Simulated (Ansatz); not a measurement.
C6H10 can be A, `C#CCCCC`, or B, `C1C[C@@H]2C[C@@H]2C1`.

Computed with Ansatz on PBE0-D4/def2-TZVP structures; ΔE is electronic, products minus reactants. CCSD(T)/CBS adds triple-zeta CCSD(T) − MP2 to the extrapolated MP2 energy (def2 sets, frozen cores). DFT in def2-TZVPP. B3LYP here is the variant with VWN-RPA as its local correlation; programs differ in this. One conformer a species, not always the lowest.

A:

```xyz
16

C    -2.2389   -1.7346    1.2524
C    -1.6437   -0.6917    1.2707
C    -0.9223    0.5703    1.2662
C    -0.1712    0.8320   -0.0407
C     0.9270   -0.1787   -0.3206
C     1.6495    0.0904   -1.6287
H    -2.7679   -2.6577    1.2438
H    -1.6328    1.3817    1.4545
H    -0.2158    0.5782    2.1042
H     0.2580    1.8388    0.0070
H    -0.8879    0.8355   -0.8686
H     0.4927   -1.1834   -0.3345
H     1.6450   -0.1679    0.5081
H     0.9580    0.0499   -2.4748
H     2.1129    1.0813   -1.6299
H     2.4372   -0.6443   -1.8091
```

B:

Z-matrix (Å, degrees):
```
C
C 1 1.534
C 1 1.534 2 105.1
H 1 1.093 2 110.1 3 -118.5
H 1 1.091 2 112.6 3 122.8
C 2 1.512 1 104.7 3 30.1
H 2 1.094 1 112.3 3 153.5
H 2 1.095 1 110.3 3 -87.0
C 3 1.512 1 104.7 2 -30.1
H 3 1.094 1 112.3 2 -153.5
H 3 1.095 1 110.3 2 87.0
C 6 1.499 2 117.4 1 46.0
H 6 1.084 2 118.8 1 -161.1
H 9 1.084 3 118.8 1 161.1
H 12 1.084 6 119.2 2 13.1
H 12 1.083 6 117.0 2 157.1
```

Which is lower in electronic energy at CCSD(T)/CBS, and by how much? (Estimate.)

Computed: B, by 22.3 kcal/mol.

Give E(B) − E(A) in kcal/mol with HF/def2-TZVPP, B2PLYP, CCSD(T)/def2-TZVPP, BLYP-D4, PBE-D4, B3LYP-D4, PBE0-D4. (An estimate is asked.)

The calculation gave: HF/def2-TZVPP -16.3, B2PLYP -19.4, CCSD(T)/def2-TZVPP -22.9, BLYP-D4 -15.9, PBE-D4 -27.1, B3LYP-D4 -19.8, PBE0-D4 -30.8. None reverses the order clearly.

Does the order hold for the free energy at 298.15 K (harmonic terms from PBE0-D4)? (Best estimate.)

Ansatz gave: Yes: G(B) − G(A) = -17.1 kcal/mol, for one conformer each.

Largest T1 diagnostic: 0.010.

From PBE to PBE0 (25 % exact exchange), in def2-TZVPP and without D4, E(B) − E(A) moves by −4.0 kcal/mol. The D4 term adds −2.0 kcal/mol with B3LYP and −1.0 kcal/mol with PBE0; it sums over pairs of atoms, weighted by their polarisabilities, and B3LYP, whose exchange is more repulsive, gets the larger term.
